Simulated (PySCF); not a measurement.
**Working out the ionisation energy of Cl**

Cl [Ne] 3s2 3p5 (2P) → Cl+ [Ne] 3s2 3p4 (3P). Calculation: PySCF 2.14, in aug-cc-pVDZ-DK; the spin-free X2C one-electron Hamiltonian (Gaussian nucleus). Frozen: [Ne]. Energies in hartree (1 hartree = 27.21139 eV):

```tsv
part	Cl (lower)	Cl+ (upper)
UHF	-460.880064	-460.446024
CCSD correlation	-0.137141	-0.110478
(T)	-0.002287	-0.001510
```

What does Hartree-Fock give?

(-460.446024) − (-460.880064) = 0.434040 hartree = 11.811 eV.

What do CCSD and CCSD(T) give?

The CCSD correlation energies differ by 0.026663 hartree = 0.726 eV and the triples by 0.000777 hartree = 0.021 eV, so CCSD gives 12.537 eV and CCSD(T) 12.558 eV.

Measured between the centres of the two terms (NIST): 12.974 eV, so CCSD(T) (valence) is off by -0.416 eV.

A double-zeta basis recovers only part of the correlation energy.

What remains against the reference includes basis incompleteness, the frozen core and higher excitations.
